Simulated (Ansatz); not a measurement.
The same path of C₂HNO (5 atoms, charge 0, multiplicity 1) was run twice with different band settings. Lost on the way: C3–H5. Made: O4–H5.

The calculation used UKS PBE0-D4/def2-SVP (Ansatz 0.2.0).

Relaxed end points:

```xyz
5
Properties=species:S:1:pos:R:3
N 0.458 -1.184 1.587
C 0.194 -0.521 0.676
C -0.124 0.331 -0.481
O -1.171 0.269 -1.057
H 0.693 1.032 -0.766
```

```xyz
5
Properties=species:S:1:pos:R:3
N 0.187 -1.450 1.720
C 0.193 -0.676 0.851
C 0.479 0.343 -0.122
O -0.523 0.508 -0.927
H -0.286 1.201 -1.563
```

Common settings: movable images 7; climbing image yes; spring 5.0 eV/Å²; optimiser quadratic models (default); start path through a guess of the saddle point; end points relaxed.

| run | force threshold | iteration limit |
| --- | --- | --- |
| 1 | 0.03 eV/Å | 35 |
| 2 | 0.5 eV/Å | 60 |

**Question.** What does each run give, and how far can it be trusted?

**Answer.** Run 1: not converged after 35 iterations, highest image 3.585 eV above the first end. The band didn't meet its force threshold, so its energies are provisional: the largest band force was still 0.52 eV/Å, and over the last iterations the top stayed at 3.59 eV.
Run 2: converged after 12 iterations, highest image 3.586 eV above the first end. The threshold of 0.5 eV/Å is loose, so the images may lie well off the minimum-energy path. Neighbouring images differ by up to 1.4 eV, so the band resolves the path poorly. The order of the stationary point at the top wasn't checked.
The orbitals stay closed-shell, which can raise the energy where a bond breaks towards radicals; this wasn't checked here.
